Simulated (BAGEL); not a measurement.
**One shape, several levels: Si2PH7 (SMILES [SiH3]P[SiH3])**

Aim: a comparison of 4 runs (B3LYP/6-31G*, B3LYP/cc-pVDZ, PBE0/cc-pVDZ, RI-MP2/cc-pVDZ) of Si2PH7. 

The results are computed with BAGEL 1.2.2.

3 further runs of the same task are left out: 1 that didn't finish, 2 set aside as unsound or not needed. Runs told in other sessions of the task aren't counted.

### Step 1. Starting point

Si2PH7 has 10 atoms, charge 0, and is taken as a singlet. SMILES: `[SiH3]P[SiH3]`. The coordinates come from a PBE0-D4/def2-TZVP relaxation.

Bond lengths: Si1–P2 2.250 Å, P2–Si3 2.250 Å, Si1–H4 1.486 Å, Si1–H5 1.487 Å, Si1–H6 1.486 Å, P2–H7 1.422 Å, Si3–H8 1.486 Å, Si3–H9 1.486 Å, Si3–H10 1.487 Å. Some angles: Si1–P2–Si3 95.8°, Si1–P2–H7 94.6°, Si3–P2–H7 94.6°, P2–Si1–H4 108.7°, P2–Si1–H5 113.6°, P2–Si1–H6 107.4°, P2–Si3–H8 108.7°, P2–Si3–H9 107.4°, P2–Si3–H10 113.6°, H4–Si1–H5 109.0°.

### Step 2. A single-point energy at B3LYP/6-31G(d) (density fitting with qzvpp-jkfit, spherical functions) (run 1)

input.json reads:

```json
{ "bagel" : [

{
  "title" : "molecule",
  "basis" : "6-31gs.json",
  "df_basis" : "qzvpp-jkfit",
  "angstrom" : true,
  "geometry" : [
    { "atom" : "Si", "xyz" : [      -1.293600,       0.739000,      -0.772200 ] },
    { "atom" : "P", "xyz" : [      -0.480900,      -1.286900,      -0.226900 ] },
    { "atom" : "Si", "xyz" : [       1.218600,      -0.517700,       1.031000 ] },
    { "atom" : "H", "xyz" : [      -2.304600,       0.574000,      -1.848800 ] },
    { "atom" : "H", "xyz" : [      -0.250300,       1.695000,      -1.230100 ] },
    { "atom" : "H", "xyz" : [      -1.956000,       1.292600,       0.437500 ] },
    { "atom" : "H", "xyz" : [       0.301300,      -1.417200,      -1.407700 ] },
    { "atom" : "H", "xyz" : [       2.134200,      -1.647000,       1.338800 ] },
    { "atom" : "H", "xyz" : [       0.636600,      -0.003100,       2.298000 ] },
    { "atom" : "H", "xyz" : [       1.994800,       0.571500,       0.380300 ] }
  ]
},

{
  "title" : "ks",
  "xc_func" : "b3lyp",
  "charge" : 0
},

{
  "title" : "print",
  "file" : "orbitals.molden",
  "orbitals" : true
}

]}
```

The basis set 6-31G* is read from a file made from the Basis Set Exchange's data (not shown).

Launch:

```sh
$ BAGEL_NUM_THREADS=1 BAGEL input.json > input.out
```

Log:

```text
* using 1 threads per process

  ===============================================================
  ===============================================================

  *** Geometry ***

  { "atom" : "Si", "xyz" : [     -2.444550,      1.396508,     -1.459247 ] },
  { "atom" : "P", "xyz" : [     -0.908769,     -2.431889,     -0.428779 ] },
  { "atom" : "Si", "xyz" : [      2.302820,     -0.978311,      1.948308 ] },
  { "atom" : "H", "xyz" : [     -4.355063,      1.084703,     -3.493726 ] },
  { "atom" : "H", "xyz" : [     -0.472998,      3.203086,     -2.324552 ] },
  { "atom" : "H", "xyz" : [     -3.696304,      2.442660,      0.826755 ] },
  { "atom" : "H", "xyz" : [      0.569374,     -2.678120,     -2.660167 ] },
  { "atom" : "H", "xyz" : [      4.033053,     -3.112379,      2.529965 ] },
  { "atom" : "H", "xyz" : [      1.203000,     -0.005858,      4.342591 ] },
  { "atom" : "H", "xyz" : [      3.769626,      1.079978,      0.718663 ] },

  Number of auxiliary basis functions:      510

  Since a DF basis is specified, we compute 2- and 3-index integrals:
    o Being stored without compression. Storage requirement is 0.019 GB

  Number of basis functions:       68
  Number of electrons      :       50

    * METHOD: MOLECULE                             0.19

  *** Kohn-Sham DFT ***

    * Removing 16747 points whose weight is below 1.00e-10
    * Grid points: 132313

  === Nuclear Repulsion ===
   200.8904997527

       - DIIS with orbital gradients will be used.

  === KS iteration (b3lyp / 6-31gs.json) ===
      0       -887.74885363          0.14247952           0.33
      1       -832.73709692          0.12761992           0.32
      2       -875.06072148          0.08926376           0.32
      3       -916.33628388          0.07924590           0.31
      4       -921.57895351          0.05828003           0.31
      5       -923.24263929          0.04134858           0.30
      6       -923.93449075          0.02873578           0.30
      7       -923.82294841          0.03057428           0.30
      8       -924.33428752          0.01670748           0.30
      9       -924.54156531          0.00205698           0.30
     10       -924.54330166          0.00112467           0.30
     11       -924.54391982          0.00009050           0.31
     12       -924.54392419          0.00001549           0.31
     13       -924.54392432          0.00000582           0.33
     14       -924.54392434          0.00000135           0.32
     15       -924.54392434          0.00000062           0.32
     16       -924.54392434          0.00000012           0.30
     17       -924.54392434          0.00000003           0.30
     18       -924.54392434          0.00000001           0.30
    * SCF iteration converged.

    * Permanent dipole moment:
           (   -0.217661,    -0.228886,     0.143684) a.u.

    * METHOD: KS                                   6.46

    * METHOD: PRINT                                0.01

  ===============================================================
```

It took 6.9 s on 1 thread of AMD EPYC 9R45 (Zen 5), shared host; peak memory 0.46 GiB.

### Step 3. A single-point energy at B3LYP/cc-pVDZ (density fitting with qzvpp-jkfit) (run 2)

input.json reads:

```json
{ "bagel": [

{
  "title": "molecule",
  "basis": "cc-pvdz.json",
  "df_basis": "qzvpp-jkfit",
  "angstrom": true,
  "geometry": [
    { "atom": "Si", "xyz": [   -1.293600,    0.739000,   -0.772200 ] },
    { "atom": "P", "xyz": [   -0.480900,   -1.286900,   -0.226900 ] },
    { "atom": "Si", "xyz": [    1.218600,   -0.517700,    1.031000 ] },
    { "atom": "H", "xyz": [   -2.304600,    0.574000,   -1.848800 ] },
    { "atom": "H", "xyz": [   -0.250300,    1.695000,   -1.230100 ] },
    { "atom": "H", "xyz": [   -1.956000,    1.292600,    0.437500 ] },
    { "atom": "H", "xyz": [    0.301300,   -1.417200,   -1.407700 ] },
    { "atom": "H", "xyz": [    2.134200,   -1.647000,    1.338800 ] },
    { "atom": "H", "xyz": [    0.636600,   -0.003100,    2.298000 ] },
    { "atom": "H", "xyz": [    1.994800,    0.571500,    0.380300 ] }
  ]
},
{ "title": "ks", "xc_func": "b3lyp" },
{ "title": "print", "file": "orbitals.molden", "orbitals": true }

]}
```

The basis set cc-pVDZ is read from a file made from the Basis Set Exchange's data (not shown).

Launch:

```sh
$ BAGEL_NUM_THREADS=1 BAGEL input.json > input.out
```

Log:

```text
* using 1 threads per process

  ===============================================================
  ===============================================================

  *** Geometry ***

  { "atom" : "Si", "xyz" : [     -2.444550,      1.396508,     -1.459247 ] },
  { "atom" : "P", "xyz" : [     -0.908769,     -2.431889,     -0.428779 ] },
  { "atom" : "Si", "xyz" : [      2.302820,     -0.978311,      1.948308 ] },
  { "atom" : "H", "xyz" : [     -4.355063,      1.084703,     -3.493726 ] },
  { "atom" : "H", "xyz" : [     -0.472998,      3.203086,     -2.324552 ] },
  { "atom" : "H", "xyz" : [     -3.696304,      2.442660,      0.826755 ] },
  { "atom" : "H", "xyz" : [      0.569374,     -2.678120,     -2.660167 ] },
  { "atom" : "H", "xyz" : [      4.033053,     -3.112379,      2.529965 ] },
  { "atom" : "H", "xyz" : [      1.203000,     -0.005858,      4.342591 ] },
  { "atom" : "H", "xyz" : [      3.769626,      1.079978,      0.718663 ] },

  Number of auxiliary basis functions:      510

  Since a DF basis is specified, we compute 2- and 3-index integrals:
    o Being stored without compression. Storage requirement is 0.032 GB

  Number of basis functions:       89
  Number of electrons      :       50

    * METHOD: MOLECULE                             0.20

  *** Kohn-Sham DFT ***

    * Removing 16747 points whose weight is below 1.00e-10
    * Grid points: 132313

  === Nuclear Repulsion ===
   200.8904997527

       - DIIS with orbital gradients will be used.

  === KS iteration (b3lyp / cc-pvdz.json) ===
      0       -905.02899904          0.08035932           0.40
      1       -909.99660378          0.06836224           0.38
      2       -892.81994638          0.11151161           0.38
      3       -921.17154147          0.06663468           0.39
      4       -918.38765557          0.09651108           0.39
      5       -918.43655330          0.09582421           0.39
      6       -924.40768715          0.01669271           0.40
      7       -924.57668499          0.00414280           0.39
      8       -924.59405070          0.00183768           0.40
      9       -924.59738059          0.00042990           0.39
     10       -924.59748778          0.00009975           0.39
     11       -924.59749359          0.00001170           0.39
     12       -924.59749370          0.00000479           0.40
     13       -924.59749372          0.00000044           0.38
     14       -924.59749372          0.00000009           0.36
     15       -924.59749372          0.00000004           0.37
     16       -924.59749372          0.00000002           0.37
     17       -924.59749372          0.00000000           0.36
    * SCF iteration converged.

    * Permanent dipole moment:
           (   -0.158833,    -0.133679,     0.128079) a.u.

    * METHOD: KS                                   7.74

    * METHOD: PRINT                                0.01

  ===============================================================
```

Wall time 8.4 s (1 thread of AMD EPYC 9R45 (Zen 5), shared host); peak memory 0.56 GiB.

### Step 4. A single-point energy at PBE0/cc-pVDZ (density fitting with qzvpp-jkfit) (run 3)

input.json reads:

```json
{ "bagel" : [

{
  "title" : "molecule",
  "basis" : "cc-pvdz.json",
  "df_basis" : "qzvpp-jkfit",
  "angstrom" : "true",
  "geometry" : [
    { "atom" : "Si", "xyz" : [   -1.293600,    0.739000,   -0.772200 ] },
    { "atom" : "P", "xyz" : [   -0.480900,   -1.286900,   -0.226900 ] },
    { "atom" : "Si", "xyz" : [    1.218600,   -0.517700,    1.031000 ] },
    { "atom" : "H", "xyz" : [   -2.304600,    0.574000,   -1.848800 ] },
    { "atom" : "H", "xyz" : [   -0.250300,    1.695000,   -1.230100 ] },
    { "atom" : "H", "xyz" : [   -1.956000,    1.292600,    0.437500 ] },
    { "atom" : "H", "xyz" : [    0.301300,   -1.417200,   -1.407700 ] },
    { "atom" : "H", "xyz" : [    2.134200,   -1.647000,    1.338800 ] },
    { "atom" : "H", "xyz" : [    0.636600,   -0.003100,    2.298000 ] },
    { "atom" : "H", "xyz" : [    1.994800,    0.571500,    0.380300 ] }
  ]
},
{ "title" : "ks", "xc_func" : "pbe0" },
{ "title" : "print", "file" : "orbitals.molden", "orbitals" : "true" }

]}
```

The basis set cc-pVDZ is read from a file made from the Basis Set Exchange's data (not shown).

Launch:

```sh
$ BAGEL_NUM_THREADS=1 BAGEL input.json > input.out
```

Log:

```text
* using 1 threads per process

  ===============================================================
  ===============================================================

  *** Geometry ***

  { "atom" : "Si", "xyz" : [     -2.444550,      1.396508,     -1.459247 ] },
  { "atom" : "P", "xyz" : [     -0.908769,     -2.431889,     -0.428779 ] },
  { "atom" : "Si", "xyz" : [      2.302820,     -0.978311,      1.948308 ] },
  { "atom" : "H", "xyz" : [     -4.355063,      1.084703,     -3.493726 ] },
  { "atom" : "H", "xyz" : [     -0.472998,      3.203086,     -2.324552 ] },
  { "atom" : "H", "xyz" : [     -3.696304,      2.442660,      0.826755 ] },
  { "atom" : "H", "xyz" : [      0.569374,     -2.678120,     -2.660167 ] },
  { "atom" : "H", "xyz" : [      4.033053,     -3.112379,      2.529965 ] },
  { "atom" : "H", "xyz" : [      1.203000,     -0.005858,      4.342591 ] },
  { "atom" : "H", "xyz" : [      3.769626,      1.079978,      0.718663 ] },

  Number of auxiliary basis functions:      510

  Since a DF basis is specified, we compute 2- and 3-index integrals:
    o Being stored without compression. Storage requirement is 0.032 GB

  Number of basis functions:       89
  Number of electrons      :       50

    * METHOD: MOLECULE                             0.19

  *** Kohn-Sham DFT ***

    * Removing 16747 points whose weight is below 1.00e-10
    * Grid points: 132313

  === Nuclear Repulsion ===
   200.8904997527

       - DIIS with orbital gradients will be used.

  === KS iteration (pbe0 / cc-pvdz.json) ===
      0       -904.63749578          0.08015937           0.44
      1       -909.67148183          0.07017995           0.40
      2       -892.88125976          0.11397078           0.41
      3       -921.24996132          0.06220723           0.40
      4       -919.16812683          0.07898849           0.41
      5       -919.21661060          0.07851833           0.40
      6       -919.85850337          0.06897121           0.40
      7       -915.49201312          0.08162501           0.38
      8       -924.11774827          0.00706618           0.36
      9       -924.14509507          0.00416285           0.36
     10       -924.15719101          0.00037239           0.39
     11       -924.15730193          0.00015562           0.40
     12       -924.15731842          0.00004414           0.40
     13       -924.15731970          0.00000972           0.40
     14       -924.15731979          0.00000154           0.40
     15       -924.15731979          0.00000049           0.40
     16       -924.15731979          0.00000009           0.39
     17       -924.15731979          0.00000003           0.37
     18       -924.15731979          0.00000001           0.36
    * SCF iteration converged.

    * Permanent dipole moment:
           (   -0.184035,    -0.165742,     0.140858) a.u.

    * METHOD: KS                                   8.26

    * METHOD: PRINT                                0.01

  ===============================================================
```

Wall time 8.7 s (1 thread of AMD EPYC 9R45 (Zen 5), shared host); peak memory 0.55 GiB.

### Step 5. A single-point energy at RI-MP2/cc-pVDZ (density fitting with qzvpp-jkfit) (run 4)

input.json reads:

```json
{ "bagel" : [

{
  "title" : "molecule",
  "basis" : "cc-pvdz.json",
  "df_basis" : "qzvpp-jkfit",
  "angstrom" : "true",
  "geometry" : [
    { "atom" : "Si", "xyz" : [      -1.293600,       0.739000,      -0.772200 ] },
    { "atom" : "P", "xyz" : [      -0.480900,      -1.286900,      -0.226900 ] },
    { "atom" : "Si", "xyz" : [       1.218600,      -0.517700,       1.031000 ] },
    { "atom" : "H", "xyz" : [      -2.304600,       0.574000,      -1.848800 ] },
    { "atom" : "H", "xyz" : [      -0.250300,       1.695000,      -1.230100 ] },
    { "atom" : "H", "xyz" : [      -1.956000,       1.292600,       0.437500 ] },
    { "atom" : "H", "xyz" : [       0.301300,      -1.417200,      -1.407700 ] },
    { "atom" : "H", "xyz" : [       2.134200,      -1.647000,       1.338800 ] },
    { "atom" : "H", "xyz" : [       0.636600,      -0.003100,       2.298000 ] },
    { "atom" : "H", "xyz" : [       1.994800,       0.571500,       0.380300 ] }
  ]
},

{ "title" : "hf" },

{ "title" : "mp2", "ncore" : 15 }

]}
```

The basis set cc-pVDZ is read from a file made from the Basis Set Exchange's data (not shown).

Launch:

```sh
$ BAGEL_NUM_THREADS=1 BAGEL input.json > input.out
```

Log:

```text
* using 1 threads per process

  ===============================================================
  ===============================================================

  *** Geometry ***

  { "atom" : "Si", "xyz" : [     -2.444550,      1.396508,     -1.459247 ] },
  { "atom" : "P", "xyz" : [     -0.908769,     -2.431889,     -0.428779 ] },
  { "atom" : "Si", "xyz" : [      2.302820,     -0.978311,      1.948308 ] },
  { "atom" : "H", "xyz" : [     -4.355063,      1.084703,     -3.493726 ] },
  { "atom" : "H", "xyz" : [     -0.472998,      3.203086,     -2.324552 ] },
  { "atom" : "H", "xyz" : [     -3.696304,      2.442660,      0.826755 ] },
  { "atom" : "H", "xyz" : [      0.569374,     -2.678120,     -2.660167 ] },
  { "atom" : "H", "xyz" : [      4.033053,     -3.112379,      2.529965 ] },
  { "atom" : "H", "xyz" : [      1.203000,     -0.005858,      4.342591 ] },
  { "atom" : "H", "xyz" : [      3.769626,      1.079978,      0.718663 ] },

  Number of auxiliary basis functions:      510

  Since a DF basis is specified, we compute 2- and 3-index integrals:
    o Being stored without compression. Storage requirement is 0.032 GB

  Number of basis functions:       89
  Number of electrons      :       50

    * METHOD: MOLECULE                             0.20

  *** RHF ***

  === Nuclear Repulsion ===
   200.8904997527

      * DIIS with orbital gradients will be used.

  === RHF iteration (cc-pvdz.json) ===
      0       -922.58962748          0.00846720           0.06
      1       -922.66644250          0.00294566           0.05
      2       -922.67468119          0.00104586           0.05
      3       -922.67587157          0.00012941           0.05
      4       -922.67590410          0.00003889           0.05
      5       -922.67590720          0.00000949           0.05
      6       -922.67590736          0.00000266           0.05
      7       -922.67590737          0.00000054           0.06
      8       -922.67590737          0.00000015           0.05
      9       -922.67590737          0.00000004           0.05
     10       -922.67590737          0.00000001           0.05
     11       -922.67590737          0.00000000           0.05
    * SCF iteration converged.

    * Permanent dipole moment:
           (   -0.198967,    -0.197354,     0.139545) a.u.

    * METHOD: HF                                   0.77

  *** RHF ***

  === Nuclear Repulsion ===
   200.8904997527

      * DIIS with orbital gradients will be used.

  === RHF iteration (cc-pvdz.json) ===
      0       -922.67590737          0.00000000           0.05
    * SCF iteration converged.

    * Permanent dipole moment:
           (   -0.198968,    -0.197354,     0.139545) a.u.

  === DF-MP2 calculation ===

    * freezing 15 orbitals
    * 3-index integral transformation done
    * assembly done

      MP2 correlation energy:   -0.3335451074      0.02

      MP2 total energy:       -923.0094524819

    * METHOD: MP2                                  0.14

  ===============================================================
```

It took 1.3 s on 1 thread of AMD EPYC 9R45 (Zen 5), shared host; peak memory 0.13 GiB.

### Step 6. Overview of the runs

| run | level | frozen core orbitals | energy (Eh) | dipole moment (D) | HOMO energy (eV) | LUMO energy (eV) | wall time |
| --- | --- | --- | --- | --- | --- | --- | --- |
| 1 | B3LYP/6-31G* (density fitting with qzvpp-jkfit, spherical functions) | – | -924.543924 | 0.88 | -7.15 | -0.02 | 6.9 s |
| 2 | B3LYP/cc-pVDZ (density fitting with qzvpp-jkfit) | – | -924.597494 | 0.62 | -7.18 | 0.13 | 8.4 s |
| 3 | PBE0/cc-pVDZ (density fitting with qzvpp-jkfit) | – | -924.157320 | 0.72 | -7.44 | 0.27 | 8.7 s |
| 4 | RI-MP2/cc-pVDZ (density fitting with qzvpp-jkfit) | 15 | -923.009452 | – | – | – | 1.3 s |

### Step 7. Summary of results

```
                                           quantity          value
                                run 4: total energy  -923.00945 Eh
run 4: correlation energy (15 core orbitals frozen)     -333.5 mEh
```

**Reading.** Over runs 1, 2, 3 the dipole moment (its size) runs from 0.62 D (B3LYP/cc-pVDZ) to 0.88 D (B3LYP/6-31G*). Over runs 1, 2, 3 the HOMO–LUMO gap runs from 7.14 eV (B3LYP/6-31G*) to 7.71 eV (PBE0/cc-pVDZ). The two ends differ in method and basis. Totals of different functionals can't be ranked against each other. All runs together took 25 s, the longest 8.7 s.
